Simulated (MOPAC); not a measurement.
MOPAC input (AM1):

```
AM1 PRECISE GNORM=0.05 LET XYZ GEO-OK AUX(PRECISION=9) THREADS=1
BF3

B    -0.00000000 1   -0.00000000 1    0.00000000 1
F     0.01679907 1    1.31515438 1    0.03157775 1
F     1.13083137 1   -0.67238813 1   -0.00500122 1
F    -1.14763045 1   -0.64276625 1   -0.02657653 1
```

Output:

```
 *******************************************************************************
 **                                                                           **
 **                              MOPAC v23.2.5                                **
 **                                                                           **
 *******************************************************************************
 ** MOPAC's Digital Object Identifier: https://doi.org/10.5281/zenodo.6511958 **
 **                                                                           **
 ** Please cite the open-source release paper for use of this MOPAC version:  **
 ** J. E. Moussa and J. J. P. Stewart (2026)                                  **
 ** MOPAC: An open-source semiempirical molecular orbital program             **
 ** J. Open Source Softw., 11(119), 8025, https://doi.org/10.21105/joss.08025 **
 *******************************************************************************

                              AM1 CALCULATION RESULTS

 *******************************************************************************
 *  AM1        - The AM1 Hamiltonian to be used
 *  GEO-OK     - OVERRIDE INTERATOMIC DISTANCE AND OTHER SAFETY CHECKS
 *  LET        - OVERRIDE SOME SAFETY CHECKS
 *  PRECISE    - TIGHTER CRITERIA TO BE USED
 *  XYZ        - CARTESIAN COORDINATE SYSTEM TO BE USED
 *  GNORM      - EXIT WHEN GRADIENT NORM DROPS BELOW 0.050
 *  AUX        - OUTPUT AUXILIARY INFORMATION
 *******************************************************************************
AM1 PRECISE GNORM=0.05 LET XYZ GEO-OK AUX(PRECISION=9) THREADS=1
 BF3

   ATOM   CHEMICAL          X               Y               Z
  NUMBER   SYMBOL      (ANGSTROMS)     (ANGSTROMS)     (ANGSTROMS)

     1       B         -0.00000000  *  -0.00000000  *   0.00000000  *
     2       F          0.01679907  *   1.31515438  *   0.03157775  *
     3       F          1.13083137  *  -0.67238813  *  -0.00500122  *
     4       F         -1.14763045  *  -0.64276625  *  -0.02657653  *

          CARTESIAN COORDINATES

    NO.       ATOM           X           Y           Z

     1         B         -0.0000     -0.0000      0.0000
     2         F          0.0168      1.3152      0.0316
     3         F          1.1308     -0.6724     -0.0050
     4         F         -1.1476     -0.6428     -0.0266

  B: (AM1): M.J.S. DEWAR ET AL, ORGANOMETALLICS, 7, 513-521 (1988)
  F: (AM1): M.J.S. DEWAR AND E. G. ZOEBISCH, THEOCHEM, 180, 1 (1988).

           Empirical Formula: B F3  =     4 atoms

      MOLECULAR POINT GROUP   :   D3h

      RHF CALCULATION, NO. OF DOUBLY OCCUPIED LEVELS = 12

          Geometry optimization using EF

          DIAGONAL MATRIX USED AS START HESSIAN

 CYCLE:     1  GRAD.:    37.261 HEAT: -271.8874
 CYCLE:     2  GRAD.:   516.996 HEAT: -231.2378
 CYCLE:     3  GRAD.:     8.273 HEAT: -272.1737
 CYCLE:     4  GRAD.:     1.766 HEAT: -272.1875
 CYCLE:     5  GRAD.:     0.292 HEAT: -272.1881
 CYCLE:     6  GRAD.:     6.613 HEAT: -272.1836
 CYCLE:     7  GRAD.:     0.011 HEAT: -272.1881

     GRADIENT =  0.01139 IS LESS THAN CUTOFF =  0.05000

 -------------------------------------------------------------------------------
 AM1 PRECISE GNORM=0.05 LET XYZ GEO-OK AUX(PRECISION=9) THREADS=1
 BF3

     GEOMETRY OPTIMISED USING EIGENVECTOR FOLLOWING (EF).
     SCF FIELD WAS ACHIEVED

                              AM1 CALCULATION
                                                       MOPAC v23.2.5 Linux

          FINAL HEAT OF FORMATION =       -272.18810 KCAL/MOL =   -1138.83502 KJ/MOL

          COSMO AREA              =         77.98 SQUARE ANGSTROMS
          COSMO VOLUME            =         59.37 CUBIC ANGSTROMS

          GRADIENT NORM           =          0.01139          =       0.00569 PER ATOM
          IONIZATION POTENTIAL    =         14.939748 EV
          HOMO LUMO ENERGIES (EV) =        -14.940  1.765
          NO. OF FILLED LEVELS    =         12
          MOLECULAR WEIGHT        =         67.8052         POINT GROUP:  D3h

          MOLECULAR DIMENSIONS (Angstroms)

            Atom       Atom       Distance
            F     4    F     3     2.26276
            F     3    F     2     1.95960
            F     2    B     1     0.00000

          SCF CALCULATIONS        =          8

   ATOM   CHEMICAL          X               Y               Z
  NUMBER   SYMBOL      (ANGSTROMS)     (ANGSTROMS)     (ANGSTROMS)

     1       B         -0.00000112  *   0.00000143  *   0.00000002  *
     2       F          0.01668200  *   1.30591873  *   0.03135600  *
     3       F          1.12289152  *  -0.66766633  *  -0.00496609  *
     4       F         -1.13957268  *  -0.63825349  *  -0.02638994  *

                             CARTESIAN COORDINATES

   1    B       -0.000001117     0.000001433     0.000000024
   2    F        0.016681996     1.305918734     0.031356004
   3    F        1.122891518    -0.667666326    -0.004966086
   4    F       -1.139572682    -0.638253489    -0.026389936

           Empirical Formula: B F3  =     4 atoms

      MOLECULAR POINT GROUP   :   D3h

                  EIGENVALUES
 -51.64781 -50.61357 -50.61349 -22.80437 -18.83484 -18.83482 -18.45967 -15.19300
 -15.19298 -15.15060 -14.93975 -14.93975   1.76456   1.87266   6.54347   6.54350

              NET ATOMIC CHARGES AND DIPOLE CONTRIBUTIONS

  ATOM NO.   TYPE          CHARGE      No. of ELECS.   s-Pop       p-Pop
    1          B           0.441148        2.5589     0.96118     1.59768
    2          F          -0.147048        7.1470     1.88045     5.26660
    3          F          -0.147051        7.1471     1.88045     5.26660
    4          F          -0.147050        7.1470     1.88045     5.26660
 DIPOLE           X         Y         Z       TOTAL
 POINT-CHG.    -0.000     0.000     0.000     0.000
 HYBRID        -0.000     0.000     0.000     0.000
 SUM           -0.000     0.000     0.000     0.000

          ATOMIC ORBITAL ELECTRON POPULATIONS

     Atom    s        px        py        pz
    1  B   0.96118   0.59034   0.59026   0.41707
    2  F   1.88045   1.95358   1.45223   1.86079
    3  F   1.88045   1.58297   1.82256   1.86107
    4  F   1.88045   1.57187   1.83386   1.86087

 **********************
 *                    *
 * JOB ENDED NORMALLY *
 *                    *
 **********************

 == MOPAC DONE ==
```

The geometry given is a B3LYP-D3(BJ)/def2-TZVP minimum.
